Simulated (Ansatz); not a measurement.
Relaxing SrAl₄Bi₂

Theory: DFT PBE, scalar-relativistic, plane waves, PAW (Ansatz). Cutoff 420 eV, Γ-centred k mesh, Gaussian smearing, no spin polarisation in the final step.

SrAl₄Bi₂ was placed on the K2NiF4 structure type (I4/mmm, No. 139), with Sr in place of Ni, Bi in place of K, Al in place of F, at a guessed volume.

```xyz
7
Lattice="-2.2416 2.2416 7.3107 2.2416 -2.2416 7.3107 2.2416 2.2416 -7.3107" Properties=species:S:1:pos:R:3 pbc="T T T"
Sr    0.0000    0.0000    0.0000
Al    0.0000    2.2416    0.0000
Al    2.2416    0.0000    0.0000
Al    0.0000    0.0000    2.2416
Al    0.0000    0.0000   12.3798
Bi    0.0000    0.0000    5.1726
Bi    0.0000    0.0000    9.4488
```

Cell and atoms relax at zero pressure; the relaxation can't lower the symmetry of the start. After a coarse first stage the cell is made exact in the group found at 0.06 Å.

Formation energies are uncorrected and refer to the elements' standard structures at the same level.

Q: Which crystal results?

A: It keeps I4/mmm (No. 139), but not the shape of the type it started on. Conventional cell: a = 5.778 Å, c = 15.446 Å. Sr is coordinated by 4 Al at 2.89 Å and 2 Al at 3.22 Å; around Al on Wyckoff site c (2 atoms of the primitive cell) lie 2 Sr at 2.89 Å and 4 Bi at 3.34 Å; Al on Wyckoff site e (2 atoms of the primitive cell) is coordinated by 1 Bi at 2.83 Å and 1 Sr at 3.22 Å; Bi has 1 Al at 2.83 Å, 4 Al at 3.34 Å and 1 Bi at 3.34 Å.

```xyz
7
Lattice="-2.8889 2.8889 7.7231 2.8889 -2.8889 7.7231 2.8889 2.8889 -7.7231" Properties=species:S:1:pos:R:3 pbc="T T T"
Sr    0.0000    0.0000    0.0000
Al    0.0000    2.8889    0.0000
Al    2.8889    0.0000    0.0000
Al    0.0000    0.0000    3.2208
Al    0.0000    0.0000   12.2254
Bi    0.0000    0.0000    6.0507
Bi    0.0000    0.0000    9.3955
```

Q: What are its volume, energy, density and gap?

A: The volume per atom is 36.83 Å³, the density is 3.95 g/cm³ and the energy over the elements is 0.79 eV/atom. The gap on the 10×10×10 mesh is 0 eV (a metal).

The final run used a 10×10×10 mesh on its 7-atom cell and 0.10 eV smearing. For metals, differences of a few meV/atom aren't resolved. Spin–orbit coupling is left out. Symmetry constrained the relaxation, so the result can be a saddle point.

Cost: 3 runs of about 4.7 core-minutes in all, on Arm Neoverse V2 (shared hosts).